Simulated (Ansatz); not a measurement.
Geometry optimisation, RKS PBE/STO-3G in Ansatz.

The input (input.yaml):

```yaml
crystal:
  periodic: [false, false, false]
  atoms:
    - { symbol: C, position_ang: [-0.5429, -1.5484, 0.8477] }
    - { symbol: C, position_ang: [0.3135, -0.8763, -0.2119] }
    - { symbol: C, position_ang: [0.1156, 0.6305, -0.3013] }
    - { symbol: "N", position_ang: [0.6898, 1.3841, 0.778] }
    - { symbol: C, position_ang: [-0.4102, 1.1824, -1.3845] }
    - { symbol: F, position_ang: [-0.554, 2.5405, -1.4803] }
    - { symbol: H, position_ang: [-1.6183, -1.2948, 0.6243] }
    - { symbol: H, position_ang: [-0.4166, -2.5726, 0.8413] }
    - { symbol: H, position_ang: [-0.3634, -1.1094, 1.8815] }
    - { symbol: H, position_ang: [0.1083, -1.3343, -1.1601] }
    - { symbol: H, position_ang: [1.353, -1.1102, 0.0411] }
    - { symbol: H, position_ang: [1.4679, 0.9954, 1.2354] }
    - { symbol: H, position_ang: [0.6667, 2.3894, 0.5397] }
    - { symbol: H, position_ang: [-0.8223, 0.6944, -2.222] }
basis:
  gaussian: { orbitals: STO-3G }
hamiltonian:
  xc: pbe
relax:
  f_tol: 0.02
  max_steps: 40
scf:
  lower_state_search: "off"
```

Launched with:

```bash
$ ansatz run input.yaml --threads 1 --pin off --max-ram 2048MiB --backend cpu --events-out ev --progress --plain --runs-dir out
```

Q: Where does it end, and by what steps?

A: The forces met the threshold. Limits of this set-up: minimal basis. After 7 steps the energy has fallen by 0.769 eV; H12 moved furthest, 0.20 Å.

```json
{"step": "0", "energy less start (eV)": "0.0000", "largest force component (eV/Å)": "4.282", "accepted": "yes"}
{"step": "1", "energy less start (eV)": "-0.6383", "largest force component (eV/Å)": "1.308", "accepted": "yes"}
{"step": "2", "energy less start (eV)": "-0.7257", "largest force component (eV/Å)": "0.696", "accepted": "yes"}
{"step": "3", "energy less start (eV)": "-0.7522", "largest force component (eV/Å)": "0.721", "accepted": "yes"}
{"step": "4", "energy less start (eV)": "-0.7649", "largest force component (eV/Å)": "0.288", "accepted": "yes"}
{"step": "5", "energy less start (eV)": "-0.7686", "largest force component (eV/Å)": "0.078", "accepted": "yes"}
{"step": "6", "energy less start (eV)": "-0.7692", "largest force component (eV/Å)": "0.020", "accepted": "yes"}
{"step": "7", "energy less start (eV)": "-0.7692", "largest force component (eV/Å)": "0.007", "accepted": "yes"}
```

```xyz
14
Properties=species:S:1:pos:R:3
C -0.593 -1.541 0.870
C 0.331 -0.916 -0.222
C 0.187 0.609 -0.318
N 0.568 1.378 0.875
C -0.400 1.239 -1.382
F -0.507 2.616 -1.429
H -1.657 -1.367 0.624
H -0.422 -2.632 0.943
H -0.385 -1.081 1.854
H 0.095 -1.360 -1.211
H 1.388 -1.175 0.013
H 1.575 1.119 1.118
H 0.622 2.392 0.548
H -0.815 0.688 -2.253
```

Whether the end is a true minimum wasn't checked by a vibrational analysis.

Run time: 30 s on 1 thread of Intel(R) Xeon(R) Platinum 8259CL CPU @ 2.50GHz (Skylake/Cascade Lake), on a shared host, peak memory 0.13 GiB.
